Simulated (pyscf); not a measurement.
HO–SiH₃ + H₂ → SiH₄ + H₂O, a four-centre exchange (singlet surface; O–Si, H–H broken, H–Si, H–O formed). Optimised with ωB97X-D3(BJ)/def2-SVP in PySCF. Energies in kcal/mol from the separated reactants.

Small-basis levels: PySCF, no dispersion term, spherical d functions. 

**Question.** In single points BP86/6-31G* puts the saddle at 47.9 kcal/mol and the reaction energy at +15.7 kcal/mol. Should these be trusted to within a few kcal/mol? Compare with ωB97M-D3(BJ)/def2-TZVP.

**Answer.** ωB97M-D3(BJ)/def2-TZVP gives ΔE‡ = 52.3 kcal/mol and ΔE = +15.4 kcal/mol. BP86/6-31G* lies 4.3 kcal/mol under it in the barrier and 0.3 kcal/mol over it in the reaction energy, so on this step it does not hold to within 3.0 kcal/mol. ωB97M-D3(BJ)/def2-TZVP has limits of its own. This is the saddle that the search found; another between the same sides may lie lower.
